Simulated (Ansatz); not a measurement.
`COC(C)(F)F` + HCl → `CC(F)(F)Cl` + CH₃OH  (substitution at a C–O bond)

Gas-phase electronic energies from Ansatz, PBE0-D4/def2-TZVP geometries. CCSD(T)/CBS adds triple-zeta CCSD(T) − MP2 to the extrapolated MP2 energy (def2 sets, frozen cores). This one scheme is used for every species. DFT in def2-TZVPP. Each species was taken in one conformer, which may not be the lowest.

`COC(C)(F)F`:

Z-matrix (Å, degrees):
```
C
O 1 1.415
H 1 1.095 2 111.6
H 1 1.093 2 111.3 3 -123.0
H 1 1.088 2 106.0 3 118.4
C 2 1.361 1 116.3 3 70.5
F 6 1.369 2 109.6 1 64.4
C 6 1.506 2 116.5 1 -59.8
F 6 1.347 2 105.2 1 178.2
H 8 1.089 6 108.8 2 -174.8
H 8 1.089 6 110.7 2 65.7
H 8 1.090 6 109.4 2 -55.2
```

HCl:

```xyz
2

Cl   -0.627   -0.027    0.122
H     0.627    0.027   -0.122
```

`CC(F)(F)Cl`:

Z-matrix (Å, degrees):
```
C
C 1 1.499
H 1 1.088 2 109.7
H 1 1.089 2 109.7 3 -120.5
H 1 1.091 2 108.3 3 119.8
F 2 1.343 1 111.0 3 -179.1
F 2 1.343 1 111.0 3 -60.4
Cl 2 1.781 1 112.0 3 60.2
```

CH₃OH:

Cartesian coordinates in Å:
```
C -0.161 0.282 -0.147
O 0.719 -0.816 -0.072
H -0.033 0.728 -1.134
H 0.062 1.049 0.605
H -1.212 -0.017 -0.042
H 0.625 -1.224 0.790
```

CCSD(T)/CBS gives +0.40 eV.

Another level gave +0.42 eV. Which?
A. CCSD(T)/def2-TZVPP
B. ωB97M-V/def2-TZVPP
C. PBE0/def2-TZVPP
D. PBE/def2-TZVPP

B. ωB97M-V 0.42, PBE 0.29, PBE0 0.36, CCSD(T)/def2-TZVPP 0.46 eV.

Largest T1 diagnostic among the species: 0.011.

From PBE to PBE0 (25 % exact exchange), in def2-TZVPP and without D4, ΔE moves by +0.07 eV. In def2-TZVPP, CCSD(T) changes the Hartree–Fock value by −0.06 eV (the triples alone add −0.02 eV) and MP2 by −0.11 eV. The D4 term adds +0.03 eV with B3LYP and +0.02 eV with PBE0; it sums over pairs of atoms, weighted by their polarisabilities, and B3LYP, whose exchange is more repulsive, gets the larger term.

B3LYP here is the variant with VWN-RPA as its local correlation; programs differ in this.
